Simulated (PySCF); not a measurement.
Process, species as SMILES: C#N (CH-N) → [NH+]#[C-] (C-NH)
B3LYP-D3(BJ)/def2-TZVP geometries, fixed; electronic energies without zero-point terms.

Effect of the SCF energy threshold at HF/aug-cc-pVTZ with PySCF, against the last row, where the isomerisation energy is 10.11 kcal/mol.

| setting | SCF cycles, largest species | largest shift of a total energy (mEh) | shift of the isomerisation energy (kcal/mol) |
|---|---|---|---|
| conv_tol: 1e-4 | 5 | 0.001 | -0.001 |
| conv_tol: 1e-5 | 6 | 0.000 | 0.000 |
| conv_tol: 1e-6 | 7 | 0.000 | 0.000 |
| conv_tol: 1e-7 | 8 | 0.000 | 0.000 |
| conv_tol: 1e-11 | 10 | 0.000 | 0.000 |

Within 0.02 kcal/mol in the isomerisation energy: conv_tol: 1e-4; conv_tol: 1e-5; conv_tol: 1e-6; conv_tol: 1e-7. The largest shift is 0.001 mEh in a total energy and 0.001 kcal/mol in the difference.
